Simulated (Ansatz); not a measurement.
Si–O–SiH, doublet: vertical spin and charge gaps

Geometry (PBE0/def2-TZVP stationary point for this spin, not checked as a minimum):

```yaml
atoms:
  - { symbol: Si, position_ang: [0.0000, 0.0192, 1.6628] }
  - { symbol: O, position_ang: [0.0000, 0.0469, 0.0453] }
  - { symbol: Si, position_ang: [0.0000, -0.0967, -1.6207] }
  - { symbol: H, position_ang: [0.0000, 1.4158, -1.8906] }
```

Basis cc-pVDZ; Ansatz 0.2.0. Correlated methods freeze the noble-gas cores. R marks a restricted (for open shells ROHF) determinant, U an unrestricted one.

Gaps are energies of the second state less the first, at fixed atoms, for a selection of the levels run; each method lands on the state that its own search finds for that charge and spin.

For open shells CISD is restricted-active-space CI with the open shells as a complete middle space. A value is left out where its run failed or describes another state than the reference as far as symmetry and spin tell, or, spin-broken singlets apart, can't be checked.

Task: PBE gives 1.980 eV for quartet less doublet. Estimate what UCCSDT(Q) gives in cc-pVDZ.

Result: UCCSDT(Q) in cc-pVDZ gives 1.988 eV, so against it PBE is off by -0.008 eV.

| level | gap (eV) | error (meV) |
| --- | --- | --- |
| RHF | 1.343 | -645 |
| RMP2 | 1.835 | -153 |
| CISD | 1.757 | -231 |
| UCCSD(T) | 1.977 | -11 |
| BCCD(T) | 1.980 | -8 |
| UCCSDT | 1.981 | -7 |
| B3LYP | 2.059 | 71 |
| wB97X-V | 2.026 | 38 |
| wB97M-V | 2.204 | 216 |
| B2PLYP | 1.996 | 8 |

Removing an electron, to the triplet: 7.856 eV at UCCSDT(Q).

```json
{"level": "RHF", "gap (eV)": "7.141", "error (meV)": "-715"}
{"level": "RMP2", "gap (eV)": "7.706", "error (meV)": "-150"}
{"level": "UMP2", "gap (eV)": "7.670", "error (meV)": "-186"}
{"level": "CISD", "gap (eV)": "7.684", "error (meV)": "-172"}
{"level": "RCCSD", "gap (eV)": "7.875", "error (meV)": "19"}
{"level": "UCCSD", "gap (eV)": "7.875", "error (meV)": "19"}
{"level": "RCCSD(T)", "gap (eV)": "7.865", "error (meV)": "9"}
{"level": "UCCSD(T)", "gap (eV)": "7.862", "error (meV)": "6"}
{"level": "BCCD(T)", "gap (eV)": "7.862", "error (meV)": "6"}
{"level": "RCCSDT", "gap (eV)": "7.858", "error (meV)": "2"}
{"level": "UCCSDT", "gap (eV)": "7.858", "error (meV)": "2"}
{"level": "RCCSDT(Q)", "gap (eV)": "7.863", "error (meV)": "7"}
{"level": "PBE", "gap (eV)": "7.965", "error (meV)": "109"}
{"level": "r2SCAN", "gap (eV)": "7.909", "error (meV)": "53"}
{"level": "PBE0", "gap (eV)": "8.007", "error (meV)": "151"}
{"level": "B3LYP", "gap (eV)": "8.101", "error (meV)": "245"}
{"level": "wB97M-V", "gap (eV)": "8.107", "error (meV)": "251"}
{"level": "B2PLYP", "gap (eV)": "7.945", "error (meV)": "89"}
{"level": "RPA-PBE", "gap (eV)": "8.003", "error (meV)": "147"}
```

In so small a basis the reference is far from its limit while semilocal and hybrid functionals are nearer theirs (RPA and double hybrids share much of the reference's basis error), so the functionals' errors here hold much of the reference's basis and frozen-core error, which can add to them or hide them.

Full CI isn't at hand for all of this; UCCSDT(Q) serves as the reference, and is uncertain by about the last step of the cluster series. The frozen core follows each run's orbitals, which can shift R against U totals by a few meV.
